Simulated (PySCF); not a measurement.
## AlC: from constants to spectrum

UHF-CCSD(T) constants of AlC, ⁴Σ⁻ (quartet), unpaired electrons σ ↑, π ↑↑ (Al aug-pcseg-1, C aug-pcseg-1; no relativity (PySCF 2.14); masses 26.9815 and 12.0000 u):

| Property | Result |
| --- | --- |
| ωe | 621.5 cm⁻¹ |
| ωexe | 4.4 cm⁻¹ |
| Be | 0.5125 cm⁻¹ |
| αe | 0.00529 cm⁻¹ |
| De to Al + C | 3.18 eV |

Question: What force constant and bond length do these constants imply?

Answer: Reduced mass μred = 8.3059 u; k = 5.8918×10⁻⁷·μred·ωe² (u, cm⁻¹, mdyn/Å) = 1.89 mdyn/Å; Re = √(16.8576/(μred·Be)) (u, cm⁻¹, Å) = 1.990 Å.

Question: Estimate the centrifugal constant D from the Kratzer relation and find the Dunham coefficient a1.

Answer: D = 4Be³/ωe² = 1.39e-06 cm⁻¹; a1 = −1 − αeωe/(6Be²) = -3.09.

Correlated steps freeze 6 core orbitals. Correlated levels converge slowly with the basis: in double zeta they bind strong bonds too weakly, by up to about 1 eV, and carry superposition errors of some tenths. The CCSD T1 diagnostic is raised, a sign that a single reference may not be enough here. The state was picked by a PBE0 search and need not be the measured ground state.
